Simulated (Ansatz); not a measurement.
Ansatz (a first-principles code) input:

Ansatz 0.2 input:
```yaml
crystal:
  periodic: [false, false, false]
  atoms:
    - {symbol: Be, position_ang: [-0.00000000, -0.00000000, -0.26442914]}
    - {symbol: H, position_ang: [0.00000000, 0.00000000, 1.05771656]}
basis:
  gaussian:
    orbitals: def2-SVPD
total_charge: 1
magnetization: {spin_polarized: false}
correlation: {method: ccsd_t, electrons: outside_noble_gas}
```

Question: What final total energy does it print?

Answer: -14.86813 Eh (CCSD(T)/def2-SVPD). The basis has 20 functions.
